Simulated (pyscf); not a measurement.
## Concerted two-bond exchange: F–SiH: [singlet] + ammonia (NH₃) → HN=SiH–F + hydrogen (H₂)

Gas phase, singlet surface, charge 0. Bonds broken: N4–H5, N4–H6. Bonds formed: Si1–N4, H5–H6. Optimised with ωB97X-D3(BJ)/def2-SVP in PySCF.

Transition state (Å):

```xyz
7

Si     0.3687     0.4408    -0.0303
F      1.7933    -0.2889     0.3054
H     -0.1209     0.9228     1.3049
N     -0.6426    -0.7973    -0.6983
H     -0.5133    -1.9025    -0.7032
H     -1.2798    -2.2094     0.0187
H     -1.5187    -0.5924    -1.1750
```

One imaginary mode, 1416i cm⁻¹; descent along it reached the two sides named, in the forms told below.

```
bond    change  reactant side (Å)  saddle  product side
------  ------  -----------------  ------  ------------
N4–H5   breaks              1.021   1.113         2.532
N4–H6   breaks              1.023   1.707           3.3
Si1–N4   forms              2.078   1.733         1.575
H5–H6    forms              1.653   1.097         0.764
```

Electronic energies relative to the separated reactants (kcal/mol):

| level | barrier | reaction energy | reverse barrier |
|---|---|---|---|
| ωB97X-D3(BJ)/def2-TZVP | 59.6 | -6.6 | 66.3 |
| PBE/def2-TZVP | 37.6 | -7.1 | 44.7 |
| r²SCAN/def2-TZVP | 38.8 | -11.3 | 50.1 |
| B3LYP-D3(BJ)/def2-TZVP | 47.0 | -6.4 | 53.4 |
| PBE0-D3(BJ)/def2-TZVP | 47.0 | -5.3 | 52.3 |
| M06-2X/def2-TZVP | 55.9 | -6.6 | 62.4 |
| ωB97M-D3(BJ)/def2-TZVP | 59.3 | -3.7 | 63.0 |
| HF/def2-TZVP | 86.5 | +1.8 | 84.6 |

With ωB97M-D3(BJ)/def2-TZVP energies and thermal terms (ideal gas, 1 atm, RRHO with modes under 100 cm⁻¹ raised to 100, one conformer, R ln 2 for chiral ones without a mode under 150 cm⁻¹), in kcal/mol:

```csv
T (K),ΔH‡,ΔG‡,ΔH,ΔG
298,54.8,64.9,-8.2,-5.9
600,55.4,74.9,-6.9,-4.1
900,56.5,84.5,-5.7,-2.9
1200,57.7,93.6,-4.8,-2.1
```

On the reactant side the descent ends in an adduct with a N–Si contact (not fully relaxed), 26.8 kcal/mol under the separated species and 86.4 kcal/mol under the saddle at ωB97X-D3(BJ)/def2-TZVP. What is counted as formed (N–Si) is already present as a longer contact in the reactant adduct; forming that adduct is a step of its own. The same reactants have a lower exit, to H₂N–Si:–F [singlet] + H₂ (barrier +6.6 kcal/mol at ωB97M-D3(BJ)/def2-TZVP, against +59.3 kcal/mol here). HN=SiH–F lies 25.8 kcal/mol over its isomer H₂N–Si:–F [singlet] (electronic energy, ωB97M-D3(BJ)/def2-TZVP). This is the saddle that the search found; another between the same sides may lie lower. A restricted solution here is unstable towards spin polarisation, so biradical character is likely and single-reference numbers are less safe.
